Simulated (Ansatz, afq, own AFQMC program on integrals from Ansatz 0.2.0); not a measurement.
## Where AFQMC and coupled cluster stand for BH2⁺, singlet

```xyz
3

B    -0.0672    0.0000    0.0000
H     0.3602    0.0000   -1.0990
H     0.3602    0.0000    1.0990
```

Basis cc-pVDZ. Only valence electrons are correlated. Ansatz 0.2.0 and our own AFQMC program on the same integrals; the CISD trial comes from CCSD amplitudes, and released means the phaseless constraint is let go. Uncertainties: one standard error, sampling alone.

Determinant: RHF, the one that the program's search chose, which needn't be the lowest solution. The geometry is a point of a scan.

Full CI on the same integrals is exact in this basis and with this determinant's frozen core.

```
T1 diagnostic                               : 0.0084
weight of the determinant in the CISD state : 0.958
size of the correlated space                : 4 electrons in 23 orbitals
```

Reference: full CI, correlation energy -2.058 eV. The released energy is read at 2.40 1/Eh (meV from the phaseless value at times in 1/Eh: -0.1 ± 0.6 at 0.24, -0.5 ± 0.4 at 0.51, -0.2 ± 0.4 at 0.99, -0.5 ± 0.4 at 1.62, -1.7 ± 0.4 at 2.40).

```json
{"level": "HF", "E − E(reference) (mEh)": "75.63", "share of correlation (%)": "0.00"}
{"level": "MP2", "E − E(reference) (mEh)": "19.43", "share of correlation (%)": "74.32"}
{"level": "CCSD", "E − E(reference) (mEh)": "0.96", "share of correlation (%)": "98.74"}
{"level": "CCSD(T)", "E − E(reference) (mEh)": "0.26", "share of correlation (%)": "99.65"}
{"level": "CCSDT", "E − E(reference) (mEh)": "0.02", "share of correlation (%)": "99.98"}
{"level": "CCSDT(Q)", "E − E(reference) (mEh)": "0.00", "share of correlation (%)": "99.99"}
{"level": "ph-AFQMC/CISD", "E − E(reference) (mEh)": "0.03 ± 0.02", "share of correlation (%)": "99.96"}
{"level": "released AFQMC", "E − E(reference) (mEh)": "-0.04 ± 0.02", "share of correlation (%)": "100.05"}
```

CCSDT and higher add their correlation energy to the determinant of the CCSD(T) run, since their own runs factorise the integrals more tightly (a shift of under 2 meV). A walk keeps the symmetry of its determinant, which the program's search chose and which needn't be the lowest solution, so a lower state of the same spin and another symmetry isn't excluded. Released energies are given only where the last usable release times agree within the noise; a slower fall can still hide under it.
